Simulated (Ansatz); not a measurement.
Gas-phase electronic energies from Ansatz, PBE0-D4/def2-TZVP geometries. CCSD(T)/CBS is the MP2 limit (def2-TZVPP, def2-QZVPP) plus CCSD(T) − MP2 in def2-TZVPP, frozen cores. This one scheme is used for every species. Functionals use def2-TZVPP. B3LYP here is the variant with VWN-RPA as its local correlation; programs differ in this. HSE06 is defined as in plane-wave codes. One conformer a species, not always the lowest.

Reaction (formal hydrolysis of a C–S bond): `CNC(S)S` + H₂O → `CNC(O)S` + H₂S

CCSD(T)/CBS gives +4.0 kcal/mol.

Problem. Another level gave -0.1 kcal/mol. Which?
A. ωB97M-V/def2-TZVPP
B. MP2/def2-TZVPP
C. B3LYP/def2-TZVPP
D. HSE06-D4/def2-TZVPP

Solution. C. B3LYP -0.1, HSE06-D4 2.8, ωB97M-V 1.6, MP2/def2-TZVPP 4.9 kcal/mol.

Largest T1 diagnostic among the species: 0.011.

At CCSD(T), def2-SVP lies −5.4 kcal/mol from the extrapolated value and def2-TZVPP −1.9 kcal/mol. The D4 term adds +2.5 kcal/mol with B3LYP and +1.3 kcal/mol with PBE0; it sums over pairs of atoms, weighted by their polarisabilities, and B3LYP, whose exchange is more repulsive, gets the larger term.
